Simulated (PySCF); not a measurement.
**Silicon: a sound run and one with changed settings**

Sound run: Si [Ne] 3s2 3p2, Si⁺ [Ne] 3s2 3p1. All numbers are calculated (PySCF 2.14, no relativity, point nucleus, in def2-SVP (4s3p1d, 18 functions)). In the sound run the correlated levels freeze [Ne]. The sound run starts from symmetry-adapted Hartree-Fock orbitals and uses a fine grid where one is needed.

Changed run: scalar relativity by spin-free X2C-1e. This setting is unsound on purpose.

| species | method | sound run (hartree) | changed run (hartree) | converged |
| --- | --- | --- | --- | --- |
| Si | UHF | -288.75313 | -289.29857 | yes |
| Si | M06-2X | -289.25543 | -289.80065 | yes |
| Si | BP86 | -289.29782 | -289.84282 | yes |
| Si | MP2 | -288.79662 | -289.34209 | yes |
| Si | CCSD(T) | -288.81556 | -289.36101 | yes |
| Si⁺ | UHF | -288.47217 | -289.01782 | yes |
| Si⁺ | M06-2X | -288.96200 | -289.50749 | yes |
| Si⁺ | BP86 | -288.99471 | -289.53996 | yes |
| Si⁺ | MP2 | -288.50739 | -289.05305 | yes |
| Si⁺ | CCSD(T) | -288.52584 | -289.07145 | yes |

Ionisation energy of Si:

```tsv
method	sound run (eV)	changed run (eV)
UHF	7.645	7.640
M06-2X	7.985	7.977
BP86	8.248	8.241
MP2	7.870	7.865
SCS-MP2	7.803	7.798
CCSD	7.875	7.871
CCSD(T)	7.884	7.879
```

Most of the change in total energy is the relativistic energy itself. On top of that the contraction fixes the core shape for the Hamiltonian it was made with, so the changed run is not a good calculation with the other Hamiltonian either.

For comparison, NIST gives 8.152 eV between the lowest levels.
